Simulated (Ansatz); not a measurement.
# Structural energy differences of ytterbium

Computed with DFT, r2SCAN, plane waves (500 eV) with PAW, scalar-relativistic (Ansatz). (PAW data from PBE, frozen cores regenerated.)

Each structure is relaxed within its own symmetry, so a high-lying one may be dynamically unstable.

```csv
structure,ΔE (meV/atom),V (Å³/atom),cell,magnetic state
bcc,-16,33.89,a = 4.077 Å,spin not included
fcc,0,35.18,a = 5.202 Å,non-magnetic
dhcp,14,35.36,"a = 3.678 Å, c = 12.074 Å (c/a = 3.283)",spin not included
hcp,15,35.13,"a = 3.661 Å, c = 6.053 Å (c/a = 1.653)",spin not included
A15,40,35.59,a = 6.579 Å,spin not included
omega (AlB2-type),66,34.56,"a = 5.874 Å, c = 3.470 Å (c/a = 0.591)",spin not included
simple cubic,492,35.69,a = 3.292 Å,spin not included
diamond,1323,79.77,a = 8.609 Å,spin not included
```

ΔE counts from fcc.

r²SCAN puts bcc 16 meV/atom below fcc, the structure of the real element at low temperature or room conditions.

Differences under about 8 meV lie within the error of the k-point mesh.
